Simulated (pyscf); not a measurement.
**Four-centre exchange: F–SiH₂–O–SiH₃ (SMILES F[SiH2]O[SiH3]) + HCl (SMILES Cl) → F–SiH(Cl)–O–SiH₃ (SMILES F[SiH](Cl)O[SiH3]) + H₂ (SMILES [H][H])**

Gas phase, singlet surface, charge 0. Bonds broken: Si2–H5, Cl10–H11. Bonds formed: Si2–Cl10, H5–H11. Optimised with ωB97X-D3(BJ)/def2-SVP in PySCF.

Transition state (Å):

```xyz
11

F      0.6200    -0.6511     1.9041
Si    -0.4540     0.3819     1.2499
O     -0.3441     0.1091    -0.3383
Si    -1.1448     0.4804    -1.7778
H     -1.5733    -0.6460     2.0037
H     -0.1467     1.6438     1.9228
H     -0.2186     0.0393    -2.8539
H     -2.4113    -0.2883    -1.8622
H     -1.3772     1.9416    -1.8869
Cl    -2.7425     1.3665     0.8963
H     -2.1638    -0.0328     1.6742
```

One imaginary mode, 839i cm⁻¹; descent along it reached the two sides named.

| bond | change | reactant side (Å) | saddle | product side |
|---|---|---|---|---|
| Si2–H5 | breaks | 1.482 | 1.696 | 3.4 |
| Cl10–H11 | breaks | 1.285 | 1.702 | 3.9 |
| Si2–Cl10 | forms | 3.4 | 2.516 | 2.049 |
| H5–H11 | forms | 2.9 | 0.913 | 0.760 |

Electronic energies relative to the separated reactants (kcal/mol):

```json
[
 {"level": "ωB97X-D3(BJ)/def2-TZVP", "barrier": "28.3", "reaction energy": "-24.3", "reverse barrier": "52.6"},
 {"level": "PBE/def2-TZVP", "barrier": "23.8", "reaction energy": "-21.7", "reverse barrier": "45.5"},
 {"level": "r²SCAN/def2-TZVP", "barrier": "24.6", "reaction energy": "-23.9", "reverse barrier": "48.6"},
 {"level": "B3LYP-D3(BJ)/def2-TZVP", "barrier": "28.5", "reaction energy": "-22.2", "reverse barrier": "50.8"},
 {"level": "PBE0-D3(BJ)/def2-TZVP", "barrier": "25.4", "reaction energy": "-22.4", "reverse barrier": "47.8"},
 {"level": "M06-2X/def2-TZVP", "barrier": "28.8", "reaction energy": "-24.1", "reverse barrier": "53.0"},
 {"level": "ωB97M-D3(BJ)/def2-TZVP", "barrier": "29.6", "reaction energy": "-22.1", "reverse barrier": "51.8"},
 {"level": "HF/def2-TZVP", "barrier": "49.6", "reaction energy": "-17.9", "reverse barrier": "67.5"}
]
```

With ωB97M-D3(BJ)/def2-TZVP energies and thermal terms (ideal gas, 1 atm, RRHO with modes under 100 cm⁻¹ raised to 100, one conformer, R ln 2 for chiral ones without a mode under 150 cm⁻¹), in kcal/mol:

| T (K) | ΔH‡ | ΔG‡ | ΔH | ΔG |
|---|---|---|---|---|
| 298 | 29.4 | 40.5 | -23.6 | -21.4 |
| 600 | 29.3 | 51.8 | -22.7 | -19.5 |
| 900 | 29.6 | 62.9 | -22.2 | -18.1 |
| 1200 | 30.0 | 74.0 | -21.9 | -16.8 |

One saddle was located; it need not be the lowest between these sides.
